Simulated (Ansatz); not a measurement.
# AlBH5Si: the cost of one run

All numbers below are computed with Ansatz 0.2.0 (UKS PBE/def2-SVP).

## Step 1: The starting structure

Bond lengths: B1–Al2 2.019 Å, Al2–Si3 2.424 Å, B1–H4 1.185 Å, B1–H5 1.186 Å, Al2–H6 1.592 Å, Si3–H7 1.486 Å, Si3–H8 1.486 Å. Angles: B1–Al2–Si3 121.1°, B1–Al2–H6 136.5°, Si3–Al2–H6 102.4°, Al2–B1–H4 120.8°, Al2–B1–H5 120.8°, H4–B1–H5 114.4°, Al2–Si3–H7 126.9°, Al2–Si3–H8 126.2°, H7–Si3–H8 97.4°.

Coordinates:

```xyz
8

B    -1.1746    1.0443   -1.2105
Al   -0.0286    0.8704    0.4421
Si    1.0850   -1.2146    0.9811
H    -0.6805    1.1652   -2.2811
H    -2.2823    0.6221   -1.2271
H     0.4122    1.8138    1.6460
H     2.2436   -1.8156    0.2709
H     0.4251   -2.4856    1.3785
```

## Step 2: End point A

File input.yaml:

```yaml
crystal:
  periodic: [false, false, false]
  atoms:
    - { symbol: B, position_ang: [-1.1746, 1.04426, -1.21046] }
    - { symbol: Al, position_ang: [-0.02859, 0.87044, 0.44211] }
    - { symbol: Si, position_ang: [1.08503, -1.21456, 0.98112] }
    - { symbol: H, position_ang: [-0.68051, 1.16516, -2.28109] }
    - { symbol: H, position_ang: [-2.28227, 0.62212, -1.22711] }
    - { symbol: H, position_ang: [0.41222, 1.81381, 1.646] }
    - { symbol: H, position_ang: [2.24359, -1.81561, 0.27094] }
    - { symbol: H, position_ang: [0.42513, -2.48562, 1.3785] }
magnetization:
  spin_polarized: true
  initial_magnetization: 1
basis:
  gaussian: { orbitals: def2-SVP }
hamiltonian:
  xc: pbe
relax:
  f_tol: 0.015
  max_steps: 40
output:
  orbitals: {}
```

On the command line:

```bash
$ ansatz run input.yaml --threads 2 --pin off --max-ram 3072MiB --backend cpu --events-out ev --progress --plain --runs-dir out
```

Q: Estimate wall time and peak memory on 2 threads of AMD EPYC 9R45 (Zen 5), shared host.

About 17 s, with a peak of 0.18 GiB.
